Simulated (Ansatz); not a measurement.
Cl2, a scan of the bond length

Program: Ansatz 0.2.0, Python API.

`cl2.xyz`
```text
2

Cl    0.00000    0.00000    0.00000
Cl    0.00000    0.00000    1.94000
```

Typed at the interpreter:
```pycon
>>> import ansatz as az
>>> from ase.data import atomic_masses, atomic_numbers
>>> import numpy as np
>>> BASIS_SET = "cc-pVDZ"
>>> XC = "r2scan0"
>>> molecule = az.Crystal.molecule_from_extxyz("cl2.xyz")
>>> symbols = [site.symbol for site in molecule.cartesian_sites]
>>> start = np.array([site.position_ang for site in molecule.cartesian_sites])
>>> axis = (start[1] - start[0]) / np.linalg.norm(start[1] - start[0])
>>> moving = [1]
>>> lengths, energies = [1.707, 1.785, 1.862, 1.94, 2.018, 2.095, 2.173, 2.289], []
>>> for length in lengths:
...     xyz = start.copy()
...     xyz[moving] += (length - np.linalg.norm(start[1] - start[0])) * axis
...     point = az.Crystal.molecule()
...     for symbol, xyz in zip(symbols, xyz):
...         point = point.atom(symbol, xyz.tolist())
...     calculation = (
...         point.calculation()
...         .basis(gaussian=BASIS_SET)
...         .functional(XC)
...     )
...     summary = calculation.run(threads=1).report
...     energies.append(summary["free_energy_ev"])
...     print(f"r = {length:6.3f} A  E = {energies[-1]:.5f} eV  <S^2> = {abs(summary['mean_field']['state']['spin_squared']):.3f}")
...
r =  1.707 A  E = -25040.91419 eV  <S^2> = 0.000
r =  1.785 A  E = -25041.75234 eV  <S^2> = 0.000
r =  1.862 A  E = -25042.22978 eV  <S^2> = 0.000
r =  1.940 A  E = -25042.46371 eV  <S^2> = 0.000
r =  2.018 A  E = -25042.52182 eV  <S^2> = 0.000
r =  2.095 A  E = -25042.46011 eV  <S^2> = 0.000
r =  2.173 A  E = -25042.31587 eV  <S^2> = 0.000
r =  2.289 A  E = -25042.00773 eV  <S^2> = 0.000
>>> # quartic fit about the minimum
>>> fit = np.polynomial.Polynomial.fit(lengths, np.array(energies) - min(energies), 4).convert()
>>> roots = [r.real for r in fit.deriv().roots() if abs(r.imag) < 1e-9 and fit.deriv(2)(r.real) > 0]
>>> r_e = min(roots, key=lambda r: abs(r - lengths[int(np.argmin(energies))]))
>>> print(f"minimum of the fit at {r_e:.4f} A, force constant {fit.deriv(2)(r_e):.2f} eV/A^2")
minimum of the fit at 2.0100 A, force constant 20.19 eV/A^2
>>> m1, m2 = (atomic_masses[atomic_numbers[s]] for s in symbols)
>>> mu = m1 * m2 / (m1 + m2)
>>> print(f"harmonic wavenumber {521.4709 * np.sqrt(fit.deriv(2)(r_e) / mu):.0f} 1/cm, rotational constant {16.857629 / (mu * r_e ** 2):.4f} 1/cm")
harmonic wavenumber 557 1/cm, rotational constant 0.2354 1/cm
```

The lowest point is at 2.018 Å. At the shortest distance (1.71 Å) the energy is 1.61 eV higher, at the longest (2.29 Å) 0.51 eV.

What to keep in mind:
- Total energies depend on the basis set; only differences at equal settings carry meaning.
- The basis set is modest, and single-reference methods fail as a bond breaks.
- The orbitals are restricted, so S² is zero by construction.
- Toward dissociation an unrestricted state can lie under the restricted one, by tenths of an eV for polar bonds under a functional and by 1 to 2 eV or more for others.
- The spin state was assumed, and another may lie lower.
- Hardware and time: 7.1 s on 1 thread of Intel(R) Xeon(R) Platinum 8488C (Sapphire Rapids), with other jobs on the host, peak memory 0.17 GiB.

(Lines on the test bed's own set-up are left out of the output.)
